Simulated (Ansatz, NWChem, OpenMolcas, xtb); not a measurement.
## Ligand exchange: ClF + C3H6O → HOF + C3H5Cl

Gas-phase species: ClF (chlorine monofluoride), singlet; C3H6O (allyl alcohol) `C=CCO`, singlet; HOF `OF`, singlet; C3H5Cl (allyl chloride) `C=CCCl`, singlet. The partners trade Cl for OH: F–Cl and C–OH bonds give way to F–OH and C–Cl.

Shapes, held fixed at every level: PBE0-D4/def2-TZVP. Flexible molecules stand in one conformer, not always the lowest. Programs: Ansatz 0.2.0, NWChem 7.3.0, OpenMolcas 26.06, xtb 6.7.1. A level may come from different programs for different species; with the same settings they agree closely. The zero-point and thermal change to 298 K, harmonic and unscaled (PBE0-D4/def2-TZVP), is -3.0 kJ/mol.

| level | kind | ΔH(298 K) (kJ/mol) |
| --- | --- | --- |
| GFN0-xTB | semi-empirical | +7.7 |
| HF/STO-3G | Hartree–Fock | -42.8 |
| HF/3-21G | Hartree–Fock | +39.7 |
| HF/def2-SVP | Hartree–Fock | +99.6 |
| B3LYP/6-31G* (spherical functions) | global hybrid | +75.7 |
| PBE0/def2-SVP | global hybrid | +80.7 |

PBE0/def2-SVP gives ΔH(298 K) = +80.7 kJ/mol; the levels span -42.8 to +99.6. They disagree on the sign: 5 of 6 are positive. GFN0-xTB strays far from the other rows. The median of the levels is +57.7. No measured value is set beside it here. PBE0/def2-SVP lies outside the range of the other correlated levels here, so it shouldn't be taken on trust. Rows in sets without polarisation functions are far from converged.
